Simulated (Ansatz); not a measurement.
Seven cases of bond dissociation energy of first-row species (electronic energies, kcal/mol); geometries: B3LYP-D3(BJ)/def2-TZVP. The cases were drawn at random from those of this class that have a high level and all functionals, leaving out states under which another spin lies or may lie. Left out are anions, K, Ca, elements past Kr, ionisation of Li, Na and Mg, pi-pi* triplets of linear molecules and other triplets made from a closed-shell parent. Runs that doubt their state, and full CI more than 15 mEh from coupled cluster, are set aside; a case stays where another high level and all functionals remain. AFQMC serves as high level only in triple zeta or larger, with a steady walk, a bar under 0.8 kcal/mol and agreement with other high levels or trials where they ran; where none ran, an unstable determinant or (outside 3d species) a high T1 diagnostic also bars it, so strongly correlated cases are thinned. No case was kept or dropped by the size of a functional's miss. High levels with a bar over 0.5 kcal/mol are left out too, and the seventh case lies inside the range of the six. Affinities count positive where energy is released, gaps as the second state minus the first. r2SCAN is by Ansatz (a first-principles code) in def2-TZVPD. High levels (Ansatz): P = CCSD(T)/CBS(cc-pVTZ,cc-pVQZ) + [CCSDT(Q) - CCSD(T)]/cc-pVDZ + core + X2C. Radicals and triplets start from unrestricted determinants; spin-orbit coupling is neglected. CBS(X,Y): correlation extrapolated as X^-3, Hartree-Fock from the larger set. A bracket is a step between two methods taken in the basis named. Functionals run without relativity, which enters their misses. 'core' is core correlation in cc-pwCVTZ, 'X2C' scalar relativity in cc-pVTZ-DK, both at CCSD(T). For partners of very few electrons the exact lower level stands in for a higher one. The restricted determinant of C2H5B (BC=C, singlet) is unstable towards broken spin symmetry in at least one set run. The UHF reference of C3H3 ([CH]=C=C, doublet) is spin-contaminated (<S^2> up to 0.21 over the pure value in the sets run). The UHF reference of C2H4B ([BH]C=C, doublet) is spin-contaminated (<S^2> up to 0.17 over the pure value in the sets run).

```
case                                                                                                    r2SCAN  level  high level
------------------------------------------------------------------------------------------------------  ------  -----  ----------
CH5BO (SMILES BOC) → CH4BO (SMILES [BH]OC, doublet) + H (doublet)                                        105.3      P       111.3
CH6BN (SMILES BNC) → BH2 (SMILES [BH2], doublet) + CH4N (SMILES C[NH], doublet)                          136.4      P       145.0
C4H6 (buta-1,2-diene, SMILES C(C)=C=C) → C3H3 (SMILES C=C=[CH], doublet) + CH3 (SMILES [CH3], doublet)    79.1      P        86.6
C2H5B (SMILES BC=C) → C2H4B (SMILES C(=C)[BH], doublet) + H (doublet)                                    102.0      P       111.0
BN2H5 (SMILES NBN) → BNH3 (SMILES [BH]N, doublet) + NH2 (SMILES [NH2], doublet)                          127.0      P       134.7
BNH3F (SMILES NBF) → BNH2F (SMILES [NH]BF, doublet) + H (doublet)                                        121.3      P       128.2
CH4BF (SMILES CBF) → CH3BF (SMILES [B](C)F, doublet) + H (doublet)                                       104.7      P    withheld
```

Fit a straight line from r2SCAN to the high level over the first six rows by least squares, predict the seventh, and compare with the calculation.

Means: r2SCAN 111.85, high level 119.47. Sxx = 2134.02, Sxy = 2153.43, slope 1.0091, intercept +6.60 kcal/mol; residual standard deviation 1.2 kcal/mol. Seventh row: 1.0091·(104.7) +6.60 = 112.3 kcal/mol. The calculation gave 110.7 kcal/mol: the line differs from it by +1.6, r2SCAN itself by -6.0.
